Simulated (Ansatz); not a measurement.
The input, for Ansatz 0.2.0:

```yaml
crystal:
  periodic: [false, false, false]
  atoms:
    - {symbol: B, position_ang: [0.000000, 0.000000, 0.000000]}
    - {symbol: Ga, position_ang: [0.000000, 0.000000, 3.242000]}
basis:
  gaussian: {orbitals: cc-pVDZ}
magnetization: {spin_polarized: true, initial_magnetization: 2}
correlation: {method: mp2, electrons: outside_noble_gas}
scf: {lower_state_search: full}
output: {forces: true}
```

```sh
$ ansatz run in.yaml --threads 1 --pin off --events-out ev --progress --plain --max-ram 2393MiB
```

Output:

```
457 factors; integrals over basis functions are off by at most 6.5e-4 eV
mean field evaluation 1: about -52999.6780 eV, gradient 4.1e0 eV
mean field evaluation 2: about -52999.6904 eV, gradient 4.1e0 eV
mean field evaluation 4: about -53000.0640 eV, gradient 1.1e0 eV
mean field evaluation 8: about -53000.0024 eV, gradient 4.5e-1 eV
mean field evaluation 16: about -53000.4552 eV, gradient 1.3e-6 eV
mean field evaluation 32: about -53000.4552 eV, gradient 3.0e-6 eV
mean field evaluation 64: about -53000.3545 eV, gradient 2.4e-5 eV
mean field evaluation 96: about -53000.3575 eV, gradient 4.1e-1 eV
mean field evaluation 128: about -53000.1164 eV, gradient 1.9e0 eV
mean field evaluation 160: about -53000.2248 eV, gradient 4.9e-4 eV
mean field evaluation 192: about -53000.0878 eV, gradient 3.3e-1 eV
mean field evaluation 224: about -53000.0028 eV, gradient 7.3e-2 eV
mean field evaluation 256: about -53000.4359 eV, gradient 2.7e-1 eV
mean field evaluation 288: about -53000.3255 eV, gradient 4.7e-1 eV
mean field evaluation 320: about -53000.0842 eV, gradient 8.6e-1 eV
mean field evaluation 352: about -52999.2413 eV, gradient 2.3e-5 eV
mean field -53000.45519912 eV, -1947.7308035689 hartree, gradient 6.6e-6 eV, S^2 2.057088; 27 other end points of the search recorded, 0 dependent functions left out
15 core orbitals not correlated: weight in the atoms' cores, before any rotation towards them, 1.000 or more for the frozen orbitals, at most 0.000 for the correlated occupied ones
reference -53000.45519912 eV, -1947.7308035689 hartree; 4, 2 occupied and 22, 24 virtual orbitals, 457 factors
second order -1.94556456 eV of doubles, -0.00000000 eV of singles
the calculation of the forces begins
Total energy: -53002.40076368 eV, -1947.8023017478 hartree
Atom 0 at     0.000000     0.000000     0.000000 Å, force     0.000000    -0.000000     0.795680 eV/Å
Atom 1 at     0.000000     0.000000     3.242000 Å, force    -0.000000     0.000000    -0.795680 eV/Å
Dipole moment:    -0.000000    -0.000000     0.667873 e Å
```

Forces (eV/Å):
```
B    0.000  0.000  0.796
Ga   0.000  0.000 -0.796
```

Ran on 1 thread of Arm Neoverse V2, shared host: 3.6 s wall, 0.16 GiB peak host memory.
